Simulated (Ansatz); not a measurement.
Geometry optimisation, RKS B3LYP/def2-SVP in Ansatz 0.2.0.

Input file:

```yaml
crystal:
  periodic: [false, false, false]
  atoms:
    - { symbol: C, position_ang: [-0.2189, 0.6713, -0.2883] }
    - { symbol: C, position_ang: [0.5699, -0.4305, 0.1596] }
    - { symbol: "N", position_ang: [0.0538, -1.5236, 0.6162] }
    - { symbol: F, position_ang: [1.9777, -0.3058, 0.082] }
    - { symbol: H, position_ang: [-0.915, 0.38, -1.1327] }
    - { symbol: H, position_ang: [-0.8821, 1.0909, 0.528] }
    - { symbol: H, position_ang: [0.4046, 1.5267, -0.6481] }
    - { symbol: H, position_ang: [-0.8979, -1.466, 0.6276] }
basis:
  gaussian: { orbitals: def2-SVP }
hamiltonian:
  xc: b3lyp
relax:
  f_tol: 0.015
  max_steps: 40
```

Launched with:

```bash
$ ansatz run input.yaml --threads 1 --pin off --max-ram 2048MiB --backend cpu --events-out ev --progress --plain --runs-dir out
```

Question: Where does it end, and by what steps?

Answer: The run converged. The force dipped under the threshold on the way, but the program's further checks kept it going. After 24 steps the energy has fallen by 0.576 eV; H6 moved furthest, 0.74 Å.

```json
{"step": "0", "energy less start (eV)": "0.0000", "largest force component (eV/Å)": "5.760", "accepted": "yes"}
{"step": "1", "energy less start (eV)": "-0.4486", "largest force component (eV/Å)": "1.342", "accepted": "yes"}
{"step": "2", "energy less start (eV)": "-0.5091", "largest force component (eV/Å)": "0.169", "accepted": "yes"}
{"step": "3", "energy less start (eV)": "-0.5101", "largest force component (eV/Å)": "0.062", "accepted": "yes"}
{"step": "4", "energy less start (eV)": "-0.5104", "largest force component (eV/Å)": "0.040", "accepted": "yes"}
{"step": "5", "energy less start (eV)": "-0.5105", "largest force component (eV/Å)": "0.009", "accepted": "yes"}
{"step": "6", "energy less start (eV)": "-0.5105", "largest force component (eV/Å)": "0.004", "accepted": "yes"}
{"step": "7", "energy less start (eV)": "-0.5105", "largest force component (eV/Å)": "0.013", "accepted": "yes"}
{"step": "8", "energy less start (eV)": "-0.5106", "largest force component (eV/Å)": "0.039", "accepted": "yes"}
{"step": "9", "energy less start (eV)": "-0.4961", "largest force component (eV/Å)": "0.478", "accepted": "no"}
{"step": "10", "energy less start (eV)": "-0.5111", "largest force component (eV/Å)": "0.077", "accepted": "yes"}
{"step": "11", "energy less start (eV)": "-0.5116", "largest force component (eV/Å)": "0.116", "accepted": "yes"}
{"step": "12", "energy less start (eV)": "-0.5126", "largest force component (eV/Å)": "0.161", "accepted": "yes"}
{"step": "13", "energy less start (eV)": "-0.5142", "largest force component (eV/Å)": "0.199", "accepted": "yes"}
{"step": "14", "energy less start (eV)": "-0.4955", "largest force component (eV/Å)": "0.692", "accepted": "no"}
{"step": "15", "energy less start (eV)": "-0.5264", "largest force component (eV/Å)": "0.130", "accepted": "yes"}
{"step": "16", "energy less start (eV)": "-0.5331", "largest force component (eV/Å)": "0.287", "accepted": "yes"}
{"step": "17", "energy less start (eV)": "-0.5611", "largest force component (eV/Å)": "0.102", "accepted": "yes"}
{"step": "18", "energy less start (eV)": "-0.5409", "largest force component (eV/Å)": "1.243", "accepted": "no"}
{"step": "19", "energy less start (eV)": "-0.5673", "largest force component (eV/Å)": "0.086", "accepted": "yes"}
{"step": "20", "energy less start (eV)": "-0.5661", "largest force component (eV/Å)": "0.362", "accepted": "no"}
{"step": "21", "energy less start (eV)": "-0.5716", "largest force component (eV/Å)": "0.042", "accepted": "yes"}
{"step": "22", "energy less start (eV)": "-0.5740", "largest force component (eV/Å)": "0.070", "accepted": "yes"}
{"step": "23", "energy less start (eV)": "-0.5742", "largest force component (eV/Å)": "0.124", "accepted": "yes"}
{"step": "24", "energy less start (eV)": "-0.5757", "largest force component (eV/Å)": "0.015", "accepted": "yes"}
```

```xyz
8
Properties=species:S:1:pos:R:3
C -0.249 0.734 -0.291
C 0.497 -0.434 0.285
N 0.168 -1.631 0.458
F 1.733 -0.060 0.665
H -1.263 0.452 -0.602
H -0.307 1.543 0.455
H 0.300 1.135 -1.158
H -0.787 -1.796 0.133
```

Time of the run: 61 s on 1 thread of Arm Neoverse V1, with other jobs on the host, peak memory 0.14 GiB.
